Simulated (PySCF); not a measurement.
**One shape, several levels: C2H7B (SMILES BCC)**

We compute a comparison of 5 runs (HF/STO-3G, HF/def2-SVP, B3LYP/6-31G*, PBE0/def2-SVP, TPSS/def2-SVPD) of C2H7B. Input form: a Python script.

Program for the calculation: PySCF 2.14.0.

## Step 1: Starting point

The species is C2H7B (10 atoms), meant as a singlet with charge 0. As SMILES, `BCC`. The shape is that of a PBE0-D4/def2-TZVP optimisation.

Bond lengths: B1–C2 1.551 Å, C2–C3 1.522 Å, B1–H4 1.200 Å, B1–H5 1.199 Å, C2–H6 1.102 Å, C2–H7 1.102 Å, C3–H8 1.093 Å, C3–H9 1.093 Å, C3–H10 1.093 Å. Some angles: B1–C2–C3 118.3°, B1–C2–H6 106.6°, B1–C2–H7 106.4°, C3–C2–H6 111.1°, C3–C2–H7 111.1°, C2–B1–H4 122.2°, C2–B1–H5 119.5°, C2–C3–H8 112.2°, C2–C3–H9 111.1°, C2–C3–H10 111.1°.

## Step 2: Energy and forces at HF/STO-3G (run 1)

input.xyz reads:

```xyz
10
C2H7B
B     -0.923200     0.854800    -0.729500
C      0.421700     0.293700    -0.199000
C      0.384700    -0.913600     0.727600
H     -1.979600     0.366600    -0.436300
H     -0.919600     1.807100    -1.458300
H      0.950700     1.138100     0.271400
H      1.046800     0.094100    -1.084500
H      1.384300    -1.226700     1.039300
H     -0.190300    -0.697600     1.631400
H     -0.092300    -1.767800     0.240900
```

calc.py reads:

```python
from pyscf import gto, scf

system = gto.M(
    atom='input.xyz',
    spin=0,
    max_memory=1860,
    basis='sto-3g',
    verbose=4,
)

mf = scf.RHF(system)
mf.conv_tol = 1e-10
mf.kernel()
if not mf.converged:
    mf = mf.newton().run(mf.mo_coeff, mf.mo_occ)

e_final = mf.e_tot
print('E(%s) = %.9f' % ('HF', e_final))
grad = mf.nuc_grad_method().kernel()
mf.analyze()
```

The run is started by

```
$ OMP_NUM_THREADS=1 python calc.py
```

What it wrote:

```text
PySCF version 2.14.0

[... 60 lines left out ...]
converged SCF energy = -103.241957403721
[... 16 lines left out ...]
Two-electron Energy =                  102.555052858541316
[... 5 lines left out ...]
MO #2   energy= -11.0124584423377  occ= 2
[... 3 lines left out ...]
MO #6   energy= -0.629961752516477 occ= 2
[... 3 lines left out ...]
MO #10  energy= -0.451423669954725 occ= 2
[... 3 lines left out ...]
MO #14  energy= 0.62436478877596   occ= 0
[... 3 lines left out ...]
MO #18  energy= 0.737629370145631  occ= 0
[... 3 lines left out ...]
MO #22  energy= 0.863234192299509  occ= 0
[... 35 lines left out ...]
Dipole moment(X, Y, Z, Debye):  0.36598, -0.02188,  0.04247
```

Wall time 1.8 s (1 thread of Intel Xeon at 2.50GHz (Skylake/Cascade Lake), shared host); peak memory 0.12 GiB.

## Step 3: Energy and forces at HF/def2-SVP (run 2)

mol.xyz reads:

```xyz
10
C2H7B
B     -0.923200     0.854800    -0.729500
C      0.421700     0.293700    -0.199000
C      0.384700    -0.913600     0.727600
H     -1.979600     0.366600    -0.436300
H     -0.919600     1.807100    -1.458300
H      0.950700     1.138100     0.271400
H      1.046800     0.094100    -1.084500
H      1.384300    -1.226700     1.039300
H     -0.190300    -0.697600     1.631400
H     -0.092300    -1.767800     0.240900
```

input.py reads:

```python
from pyscf import gto, scf

molecule = gto.Mole()
molecule.atom = 'mol.xyz'
molecule.charge = 0
molecule.spin = 0
molecule.verbose = 3
molecule.basis = 'def2-svp'
molecule.max_memory = 1860
molecule.build()

mf = scf.RHF(molecule)
mf.conv_tol = 1e-10
mf.kernel()
if not mf.converged:
    mf = mf.newton().run(mf.mo_coeff, mf.mo_occ)

e_final = mf.e_tot
print('Final energy', e_final)
grad = mf.nuc_grad_method().kernel()
dip = mf.dip_moment()
pop, q = mf.mulliken_pop()
```

The run is started by

```
$ OMP_NUM_THREADS=1 python input.py
```

What it wrote:

```text
converged SCF energy = -104.400152707412
Final energy -104.40015270741196
[... 8 lines left out ...]
Dipole moment(X, Y, Z, Debye):  0.50250, -0.10758,  0.11914
[... 88 lines left out ...]
charge of    9H =      0.02547
```

Wall time 5.7 s (1 thread of Intel Xeon at 2.50GHz (Skylake/Cascade Lake), shared host); peak memory 0.15 GiB.

Runs 3 to 4 aren't shown in full; the table further down has their settings and results.

## Step 4: Energy and forces at TPSS/def2-SVPD (run 5)

run.py reads:

```python
import pyscf.grad
from pyscf import gto, dft

molecule = gto.Mole()
molecule.atom = '''
B       -0.923200       0.854800      -0.729500
C        0.421700       0.293700      -0.199000
C        0.384700      -0.913600       0.727600
H       -1.979600       0.366600      -0.436300
H       -0.919600       1.807100      -1.458300
H        0.950700       1.138100       0.271400
H        1.046800       0.094100      -1.084500
H        1.384300      -1.226700       1.039300
H       -0.190300      -0.697600       1.631400
H       -0.092300      -1.767800       0.240900
'''
molecule.verbose = 4
molecule.charge = 0
molecule.spin = 0
molecule.basis = 'def2-svpd'
molecule.max_memory = 1860
molecule.build()

ks = dft.RKS(molecule, xc='tpss')
ks.conv_tol = 1e-10
ks.grids.level = 5
ks.kernel()
if not ks.converged:
    ks = ks.newton().run(ks.mo_coeff, ks.mo_occ)

e_final = ks.e_tot
print(f'total energy: {e_final:.8f} hartree')
grad = ks.Gradients().kernel()
ks.analyze()
```

The run is started by

```
$ OMP_NUM_THREADS=1 python run.py
```

What it wrote:

```text
PySCF version 2.14.0

[... 95 lines left out ...]
Nuclear Repulsion Energy =              68.819287271846690
[... 16 lines left out ...]
MO #11  energy= -0.286851623289274 occ= 2
[... 14 lines left out ...]
MO #26  energy= 0.1679523728356    occ= 0
[... 14 lines left out ...]
MO #41  energy= 0.353086828391221  occ= 0
[... 14 lines left out ...]
MO #56  energy= 0.502169892111263  occ= 0
[... 14 lines left out ...]
MO #71  energy= 0.991979521798018  occ= 0
[... 14 lines left out ...]
MO #86  energy= 1.60073717485059   occ= 0
[... 14 lines left out ...]
MO #101 energy= 2.22586353476268   occ= 0
[... 14 lines left out ...]
MO #116 energy= 3.17227981874141   occ= 0
[... 129 lines left out ...]
Dipole moment(X, Y, Z, Debye):  0.66563, -0.16957,  0.17856
```

It took 91 s on 1 thread of Intel Xeon at 2.50GHz (Skylake/Cascade Lake), shared host; peak memory 1.2 GiB.

## Step 5: The series

| run | level | integration grid | energy (Eh) | dipole moment (D) | HOMO energy (eV) | LUMO energy (eV) | wall time |
| --- | --- | --- | --- | --- | --- | --- | --- |
| 1 | HF/STO-3G | – | -103.241957 | 0.37 | -11.07 | 7.00 | 1.8 s |
| 2 | HF/def2-SVP | – | -104.400153 | 0.53 | -12.26 | 2.53 | 5.7 s |
| 3 | B3LYP/6-31G* (spherical functions) | 5 | -105.255625 | 0.69 | -8.40 | -1.06 | 28 s |
| 4 | PBE0/def2-SVP | 5 | -105.029288 | 0.72 | -8.77 | -1.16 | 42 s |
| 5 | TPSS/def2-SVPD | 5 | -105.204166 | 0.71 | -7.58 | -2.04 | 91 s |

## Step 6: Results

```
                       quantity          value
            run 5: total energy  -105.20417 Eh
           run 5: dipole moment         0.71 D
             run 5: HOMO energy       -7.58 eV
             run 5: LUMO energy       -2.04 eV
           run 5: HOMO–LUMO gap        5.54 eV
run 5: largest force on an atom     0.350 eV/Å
```

What this shows: The dipole moment (its size) runs from 0.37 D (HF/STO-3G) to 0.72 D (PBE0/def2-SVP). The two ends differ in method and basis. The HOMO–LUMO gap runs from 5.54 eV (TPSS/def2-SVPD) to 18.07 eV (HF/STO-3G). Totals of different functionals can't be ranked against each other. In run 1 the basis is minimal, so the values are rough. All runs together took 2.8 min, the longest 91 s.
